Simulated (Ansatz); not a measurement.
# SiHO+ (quintet): wave-function methods side by side, def2-QZVPP

The task here is to estimate one member of a computed series from the others.

Program: Ansatz 0.2.0, Gaussian basis. Level of theory: def2-QZVPP, core rule «outside noble gas», up to 6 orbitals frozen. These are calculated values, not measurements.

The runs, in order: UHF; ROHF; CCSD(T) on UHF.

**The geometry**

The geometry is a PBE0/def2-TZVP stationary point (not a proven minimum) of the parent state, kept for this charge and spin.

3 atoms, charge 1, spin multiplicity 5.

Atoms are counted from 1 here; the program's logs count them from 0.

Bond lengths: Si1–O2 1.728 Å, Si1–H3 1.496 Å. Angles: O2–Si1–H3 115.5°.

As a file:

```xyz
3

Si    0.0000   -0.0944    0.5921
O     0.0000    0.0915   -1.1262
H     0.0000    1.1795    1.3768
```

Set-up of the first run:

File in.yaml:

```yaml
crystal:
  periodic: [false, false, false]
  atoms:
    - {symbol: Si, position_ang: [0.000000, -0.094440, 0.592147]}
    - {symbol: O, position_ang: [0.000000, 0.091474, -1.126196]}
    - {symbol: H, position_ang: [0.000000, 1.179495, 1.376770]}
basis:
  gaussian: {orbitals: "def2-QZVPP.json"}
total_charge: 1
magnetization: {spin_polarized: true, initial_magnetization: 4}
hamiltonian: {xc: hf}
output: {orbitals: {seedname: orbitals}}
```

Command:

```bash
$ ansatz run in.yaml --threads 1 --pin off --events-out ev --progress --plain --max-ram 2393MiB
```

Steps of the session up to this table: UHF; ROHF; CCSD(T) on UHF.

One of the session's tables, all rows but one given; the rest of the session is left out.

It belongs to the step «Misses and costs». 

```
  method  from UCCSD(T) (meV)
    ROHF              +7119.9
     UHF                    ?
    UMP2              +1014.8
   UCCSD               +188.5
UCCSD(T)                    0
```

Estimate the missing values for UHF.

The run gave: from UCCSD(T) (meV): +6875.9. In the column «from UCCSD(T) (meV)» it lies between UMP2 (+1014.8) and ROHF (+7119.9).
